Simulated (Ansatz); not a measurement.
# SiNHO (quintet): the correlation ladder, cc-pVDZ

How much of the correlation energy of SiNHO (quintet) does each wave-function method recover here?

Program: Ansatz 0.2.0, Gaussian basis. Level of theory: cc-pVDZ, core rule «outside noble gas», up to 7 orbitals frozen. These are calculated values, not measurements.

To be run: UHF; CCSD(T) on ROHF; CCSD(T) on UHF; BCCD(T) on ROHF; CISD; CCSDT(Q) on ROHF; CCSDT(Q) on UHF; CASSCF and NEVPT2, 16 electrons in 13 orbitals.

6 further runs of the same task are left out: 6 set aside as unsound or not needed.

### Step 1. What is computed

The geometry is a PBE0/def2-TZVP stationary point (not a proven minimum) of the parent state, kept for this charge and spin.

4 atoms, charge 0, spin multiplicity 5.

Atoms are counted from 1 here; the program's logs count them from 0.

Bond lengths: O1–N2 1.340 Å, O1–H4 0.970 Å, N2–Si3 1.779 Å. Angles: N2–O1–H4 105.4°, O1–N2–Si3 115.0°.

Geometry (Å):

```xyz
4
charge 0, multiplicity 5
O     0.0000    0.3374    1.4692
N     0.0000   -0.5730    0.4857
Si    0.0000    0.0998   -1.1615
H     0.0000   -0.1738    2.2941
```

### Step 2. UHF

Contents of in.yaml:

```yaml
crystal:
  periodic: [false, false, false]
  atoms:
    - {symbol: O, position_ang: [0.000000, 0.337434, 1.469190]}
    - {symbol: N, position_ang: [0.000000, -0.573001, 0.485749]}
    - {symbol: Si, position_ang: [0.000000, 0.099776, -1.161533]}
    - {symbol: H, position_ang: [0.000000, -0.173786, 2.294129]}
basis:
  gaussian: {orbitals: cc-pVDZ}
magnetization: {spin_polarized: true, initial_magnetization: 4}
hamiltonian: {xc: hf}
output: {orbitals: {seedname: orbitals}}
```

Run with:

```sh
> ansatz run in.yaml --threads 1 --pin off --events-out ev --progress --plain --max-ram 4096MiB --backend cpu
```

The runs that follow: CCSD(T) on ROHF; CCSD(T) on UHF; BCCD(T) on ROHF; CISD; CCSDT(Q) on ROHF; CCSDT(Q) on UHF; CASSCF and NEVPT2, 16 electrons in 13 orbitals.

**Question.** What will the summary of the whole plan be? Wanted: UCCSDT(Q) below the RHF energy; RMP2 from UCCSDT(Q); UMP2 from UCCSDT(Q); RCCSD from UCCSDT(Q); RCCSD(T) from UCCSDT(Q); UCCSD(T) from UCCSDT(Q); RCCSDT(Q) from UCCSDT(Q); NEVPT2 valence from UCCSDT(Q); T1 diagnostic.

As calculated:

```
                         quantity              value
   UCCSDT(Q) below the RHF energy        -11.4386 eV
              RMP2 from UCCSDT(Q)        +1336.4 meV
              UMP2 from UCCSDT(Q)        +1307.8 meV
             RCCSD from UCCSDT(Q)         +454.0 meV
          RCCSD(T) from UCCSDT(Q)          +77.5 meV
          UCCSD(T) from UCCSDT(Q)          +77.1 meV
         RCCSDT(Q) from UCCSDT(Q)           +5.1 meV
    NEVPT2 valence from UCCSDT(Q)        +1537.0 meV
levels within 1 kcal/mol (43 meV)  UCCSDT, RCCSDT(Q)
                    T1 diagnostic              0.062
   effectively unpaired electrons               4.03
```

In words: RCCSD(T) lands +77.5 meV from the yardstick (0.7 % of the correlation energy). The occupations are near whole numbers, but T1 = 0.062 shows that the orbitals relax strongly. These misses are within one basis, not against nature; the frozen cores of restricted and unrestricted runs differ, which can shift their rows.
